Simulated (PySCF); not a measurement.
Phosphorus pentafluoride, PF₅.
Bonds: F1–P2, P2–F3, P2–F4, P2–F5, P2–F6.

Method: PBE0-D3(BJ)/def2-SVP geometry optimisation, gas phase in PySCF 2.14.0.

**Question.** How far are the bound atoms from P2?

**Answer.** 5 atoms: F3 1.568 Å, F5 1.568 Å, F4 1.569 Å, F1 1.594 Å, F6 1.594 Å.

**Question.** List the angles at P2.

**Answer.** 
```tsv
angle	degrees	distance of the outer atoms (Å)
F1–P2–F6	180.0	3.19
F3–P2–F5	120.0	2.72
F4–P2–F5	120.0	2.72
F3–P2–F4	120.0	2.72
F4–P2–F6	90.0	2.24
F1–P2–F5	90.0	2.24
F3–P2–F6	90.0	2.24
F1–P2–F4	90.0	2.24
F1–P2–F3	90.0	2.24
F5–P2–F6	90.0	2.24
```

**Question.** What is the shape at P2?

**Answer.** Trigonal bipyramidal: τ5 = (β − α)/60° = 1.00 from the two widest angles, 180.0° and 120.0° (0 for a square pyramid, 1 for a trigonal bipyramid). The P–F distances aren't all alike: 1.568 to 1.594 Å.

**Question.** What are the rotational constants (commonest isotopes, rigid rotor)?

**Answer.** A = 3604, B = 3034, C = 3033 MHz: a prolate symmetric top.

Point group: D3h (every atom within 0.08 Å of its image). Charge 0, singlet. No frequency check.
